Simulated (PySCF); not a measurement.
# Property card for `COC1=C[C@@H]1F`

Species: C4H5FO.
Geometry (GFN2-xTB, Å), atoms numbered from 1 in this order:
```xyz
11
C4H5FO angstrom
C     -1.7683    0.2429   -0.2936
O     -0.7555   -0.5335   -0.9209
C      0.4539   -0.4019   -0.4202
C      1.7295   -0.7062   -0.4082
C      1.2679    0.2558    0.6229
F      1.1208   -0.1819    1.9401
H     -2.7093   -0.0821   -0.7318
H     -1.7824    0.0706    0.7851
H     -1.6185    1.3087   -0.4877
H      2.5438   -1.2793   -0.7708
H      1.5236    1.3096    0.6592
```

Structural features include: C=C double bond, ether, C–F bond and cyclopropene ring.

**GFN2-xTB geometry**

| Property | Result |
| --- | --- |
| Point group of the GFN2-xTB geometry | C1 |
| Rotational constants A, B, C of the GFN2-xTB geometry | 6.641, 2.715, 2.084 GHz |

PBE0/def2-SVPD ground state and vertical TDDFT (core frozen in the response) (PySCF):

| Property | Result |
| --- | --- |
| Dipole moment | 2.16 D |
| HOMO energy | -7.42 eV |
| LUMO energy | 0.42 eV |
| HOMO–LUMO gap | 7.84 eV |
| Lowest singlet excitation | 6.84 eV (181 nm, f = 0.045) |
| Strongest line among the 6 lowest singlet transitions | S3 at 7.13 eV (174 nm, f = 0.131) |
| Lowest triplet excitation (Tamm–Dancoff) | 4.82 eV |
| Static isotropic polarisability | 51.3 au |
| Electronic spatial extent ⟨r²⟩ about the centre of nuclear charge | 577 bohr² |

**PBE0/pcSseg-1 ground state and GIAO shieldings, non-relativistic (PySCF)**

| Property | Result |
| --- | --- |
| Lowest Hirshfeld atomic charge | -0.16 e on F6 |
| Highest Hirshfeld atomic charge | +0.07 e on C3/H10 |
| 13C chemical shifts (computed TMS as zero) by class | 152.8 (C3), 84.9 (C4), 70.9 (C5), 61.0 (C1) ppm |
| 1H chemical shifts (computed TMS as zero) by class | 5.47 (H10), 5.19 (H11), 4.11 (H7/H8/H9) ppm |
| Isotropic shieldings of nuclei other than C and H, by class | 242 (O2), 330 (F6) ppm |
| Mayer bond orders between heavy atoms | C1–O2 0.88, O2–C3 1.09, C3–C4 1.60, C4–C5 0.94, C5–F6 0.88, C5–C3 1.00 |

Monoisotopic mass (most abundant isotopes): 88.0324 u.

With B = h/(8π²I), that is 505.379 GHz u Å² over I, the principal moments of inertia are 76.1, 186.2 and 242.5 u Å² (most abundant isotopes). The principal polarisabilities are 40.5, 49.5 and 63.9 au; their mean is the isotropic value. In atomic units the dipole is 0.85 e·bohr (1 au = 2.5417 D). The vertical singlet–triplet gap S1 − T1 is 2.02 eV (TDDFT singlet less Tamm–Dancoff triplet; S1: HOMO−1→LUMO, weight 0.42, beside HOMO→LUMO, weight 0.33; T1: HOMO→LUMO, weight 0.94). The polarisability is 7.60 Å³ as a volume (1 au = 0.148185 Å³), or 1.12 au for each of the 46 electrons. The largest Löwdin shares of the HOMO are 0.32 on C4, 0.22 on O2, 0.19 on C3 and 0.09 on C5. The 6 singlets span 6.84 to 7.89 eV, and their oscillator strengths add up to 0.27.

One conformer (not necessarily the lowest) at the GFN2-xTB geometry, without solvent, vibrations or thermal averaging.
